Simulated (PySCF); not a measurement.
**A diatomic session: AlN**

Aim: find the lowest electronic state of AlN, scan its bond at several levels of theory, and get bond length, wavenumber and dissociation energy from each curve.

The runs use PySCF 2.14.0; Al 6-311G(d,p), N 6-311G(d,p), no relativity.

## Step 1: The job

Settings of the job:

- atoms: Al, N
- charge: 0
- basis: Al 6-311G(d,p), N 6-311G(d,p)
- Hamiltonian: no relativity
- basis functions: 44
- electrons treated: 20
- masses in u: 26.9815, 14.0031
- levels: PBE0, PBE, r²SCAN, PW91, B2PLYP, LDA, ωB97X, HF, MP2, SCS-MP2, CCSD, CCSD(T)
- grid: 80 radial by 434 angular points
- occupations: held fixed by the projection of orbital angular momentum
- dissociation limit: Al + N, each in its ground configuration
- starting distance in angstrom: 1.850
- values of 2S to try: 0, 2, 4

Further steps of the session: PBE0 along the bond; Higher solutions at PBE0; PBE (GGA); r²SCAN (meta-GGA); PW91 (GGA); B2PLYP; LDA; ωB97X; UHF (mean field); Adding correlation.

What does the calculation give? Wanted: for each run, Re; ωe; De; μ.

As calculated:

Lowest PBE0 solution found, without spin–orbit coupling: ³Σ⁻ (triplet), unpaired electrons π ↑↑. State 2 has its PBE0 minimum 0.02 eV higher. State 3 has its PBE0 minimum 0.36 eV higher, as a spin-mixed determinant (⟨S²⟩ = 1.02), so this is no gap between pure states. State 4 has its PBE0 minimum 0.53 eV higher, as a spin-mixed determinant (⟨S²⟩ = 1.00), so this is no gap between pure states. The other levels ran on the lowest alone.

| level | Re (Å) | ωe (cm⁻¹) | De (eV) | μ (D) |
| --- | --- | --- | --- | --- |
| UHF | 1.914 | 652 | 0.89 | -1.51 |
| UHF-MP2 | 1.922 | 646 | 1.94 | n/a |
| UHF-SCS-MP2 | 1.926 | 639 | 1.97 | n/a |
| UHF-CCSD | 1.928 | 631 | 1.92 | n/a |
| UHF-CCSD(T) | 1.931 | 625 | 2.00 | n/a |
| LDA | 1.940 | 599 | 3.00 | -1.31 |
| PBE | 1.961 | 581 | 2.69 | -1.31 |
| PW91 | 1.957 | 584 | 2.71 | -1.34 |
| r²SCAN | 1.941 | 604 | 2.35 | -1.26 |
| PBE0 | 1.934 | 617 | 2.43 | -1.38 |
| ωB97X | 1.926 | 629 | 2.47 | -1.40 |
| B2PLYP | 1.931 | 622 | 2.35 | -1.57 |

De is counted to Al + N in their ground configurations. A positive dipole means Al(−)N(+).

Differences from CCSD(T) in the same basis:

```
      level  Re (mÅ)  ωe (%)
        UHF      -17    +4.3
    UHF-MP2       -9    +3.3
UHF-SCS-MP2       -6    +2.2
   UHF-CCSD       -3    +1.0
        LDA       +8    -4.1
        PBE      +29    -7.0
       PW91      +26    -6.6
     r²SCAN       +9    -3.4
       PBE0       +3    -1.3
      ωB97X       -6    +0.6
     B2PLYP        0    -0.5
```

Judged by CCSD(T) in the same basis: best bond length B2PLYP (0 mÅ), worst PBE (+29 mÅ); best wavenumber B2PLYP (-0.5 %), worst PBE (-7.0 %). Hartree–Fock falls on the short and stiff side, its usual fault. PBE has the long and soft bond that GGAs tend to give. CCSD(T) in a basis this small is itself some way from its limit, more so than the functionals. Of the levels with a De here, UHF gives the least (0.89 eV) and LDA the most (3.00 eV).

Correlated steps freeze 6 core orbitals. B2PLYP dipoles, levels and charges come from its SCF part alone. At some levels the lowest empty orbital lies below the highest filled one (the two can be of opposite spin).
